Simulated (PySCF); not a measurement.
fluorine (F2), SMILES FF. The structure is a stationary point at r2SCAN-D4/def2-TZVPD.

TDDFT-M06-2X/def2-TZVPD in PySCF puts the lowest singlet excitations at 4.29, 4.29, 8.30, 8.30, 12.91, 12.91 eV.

**Question.** What are the lowest excitation roots from PySCF with ADC(3)/aug-cc-pVDZ? (Estimate from the structure and the level; the computed values follow.)

**Answer.** 4.39, 4.39, 7.31, 7.31, 14.66, 14.66 eV. S1 differs by 0.10 eV (second minus first; roots are paired by order, and the bases may differ).
